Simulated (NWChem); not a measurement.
The numbers come from NWChem runs, not from measurements. System: HLi, charge 0, spin multiplicity 1, displaced from the optimised geometry. The structure started from a generated list of species. Level: RHF/cc-pVDZ, spin-restricted.

Job file:

```
start mol
memory heap 200 mb stack 900 mb global 1100 mb
geometry units angstroms nocenter noautoz noautosym
  Li     0.000000     0.000000     0.559168
  H      0.000000     0.000000    -1.198218
end
basis spherical
  * library cc-pvdz
end
scf
  rhf
  nopen 0
  maxiter 100
  thresh 1e-7
  semidirect memsize 60000000 filesize 0
end
task scf energy
```

Part of the output:

```
             Northwest Computational Chemistry Package (NWChem) 7.3.0
             --------------------------------------------------------

                                NWChem Input Module
                                -------------------

 Scaling coordinates for geometry "geometry" by  1.889725989
 (inverse scale =  0.529177249)

                             Geometry "geometry" -> ""
                             -------------------------

 Output coordinates in angstroms (scale by  1.889725989 to convert to a.u.)

  No.       Tag          Charge          X              Y              Z
 ---- ---------------- ---------- -------------- -------------- --------------
    1 Li                   3.0000     0.00000000     0.00000000     0.55916800
    2 H                    1.0000     0.00000000     0.00000000    -1.19821800

 Effective nuclear repulsion energy (a.u.)       0.9033483520

            Nuclear Dipole moment (a.u.)
            ----------------------------
        X                 Y               Z
 ---------------- ---------------- ----------------
     0.0000000000     0.0000000000     0.9057192102


 Summary of "ao basis" -> "" (spherical)
 ------------------------------------------------------------------------------
       Tag                 Description            Shells   Functions and Types
 ---------------- ------------------------------  ------  ---------------------
 *                          cc-pvdz                   on all atoms

 Summary of "ao basis" -> "ao basis" (spherical)
 ------------------------------------------------------------------------------
       Tag                 Description            Shells   Functions and Types
 ---------------- ------------------------------  ------  ---------------------
 Li                         cc-pvdz                  6       14   3s2p1d
 H                          cc-pvdz                  3        5   2s1p

                                 NWChem SCF Module
                                 -----------------

  ao basis        = "ao basis"
  functions       =    19
  atoms           =     2
[...]
                 3       -7.9817364695  6.44D-04  3.97D-04      0.1
                 4       -7.9817365738  2.06D-07  1.18D-07      0.1
                 5       -7.9817365738  5.66D-10  2.93D-10      0.1

       Final RHF  results
       ------------------

         Total SCF energy =     -7.981736573752
      One-electron energy =    -12.261207543483
      Two-electron energy =      3.376122617690
 Nuclear repulsion energy =      0.903348352041

        Time for solution =      0.0s

             Final eigenvalues
             -----------------

              1
    1   -2.4631
    2   -0.2913
    3   -0.0015
    4    0.0412
    5    0.0412
    6    0.1016
    7    0.1503
    8    0.1747
    9    0.1747
   10    0.2683
   11    0.3617
   12    0.3617

                       ROHF Final Molecular Orbital Analysis
                       -------------------------------------

 Vector    2  Occ=2.000000D+00  E=-2.913424D-01
              MO Center=  2.5D-19, -5.0D-17, -9.8D-01, r^2= 1.6D+00
   Bfn.  Coefficient  Atom+Function         Bfn.  Coefficient  Atom+Function
  ----- ------------  ---------------      ----- ------------  ---------------
    15      0.381980  2 H  s                 16      0.293488  2 H  s
     2      0.265795  1 Li s                  6     -0.243199  1 Li pz

 Vector    3  Occ=0.000000D+00  E=-1.497027D-03
              MO Center=  4.7D-18,  7.2D-17,  2.1D+00, r^2= 6.8D+00
   Bfn.  Coefficient  Atom+Function         Bfn.  Coefficient  Atom+Function
  ----- ------------  ---------------      ----- ------------  ---------------
     3      0.798622  1 Li s                  9      0.486050  1 Li pz
     6      0.217867  1 Li pz

 Vector    4  Occ=0.000000D+00  E= 4.122576D-02
              MO Center= -2.4D-16,  6.7D-16,  6.3D-01, r^2= 1.4D+01
   Bfn.  Coefficient  Atom+Function         Bfn.  Coefficient  Atom+Function
  ----- ------------  ---------------      ----- ------------  ---------------
     8      0.883047  1 Li py                 7     -0.310085  1 Li px

 Vector    5  Occ=0.000000D+00  E= 4.122576D-02
              MO Center=  2.3D-16,  1.0D-16,  6.3D-01, r^2= 1.4D+01
   Bfn.  Coefficient  Atom+Function         Bfn.  Coefficient  Atom+Function
  ----- ------------  ---------------      ----- ------------  ---------------
     7      0.883047  1 Li px                 8      0.310085  1 Li py

 center of mass
 --------------
 x =   0.00000000 y =   0.00000000 z =   0.63954598

 moments of inertia (a.u.)
 ------------------
           9.719082209280           0.000000000000           0.000000000000
           0.000000000000           9.719082209280           0.000000000000
           0.000000000000           0.000000000000           0.000000000000

  Mulliken analysis of the total density
  --------------------------------------

    Atom       Charge   Shell Charges
 -----------   ------   -------------------------------------------------------
    1 Li   3     2.82   2.00  0.34  0.14  0.29  0.02  0.03
    2 H    1     1.18   0.62  0.56  0.00

       Multipole analysis of the density wrt the origin
       ------------------------------------------------

     L   x y z        total         open         nuclear
     -   - - -        -----         ----         -------
     0   0 0 0     -0.000000      0.000000      4.000000

     1   1 0 0      0.000000      0.000000      0.000000
     1   0 1 0      0.000000      0.000000      0.000000
     1   0 0 1      2.475604      0.000000      0.905719

     2   2 0 0     -4.232134      0.000000      0.000000
     2   1 1 0      0.000000      0.000000      0.000000
     2   1 0 1     -0.000000      0.000000      0.000000
     2   0 2 0     -4.232134      0.000000      0.000000
     2   0 1 1     -0.000000      0.000000      0.000000
     2   0 0 2     -4.329742      0.000000      8.476753

 Task  times  cpu:        0.1s     wall:        0.1s

 Total times  cpu:        0.1s     wall:        0.1s
```
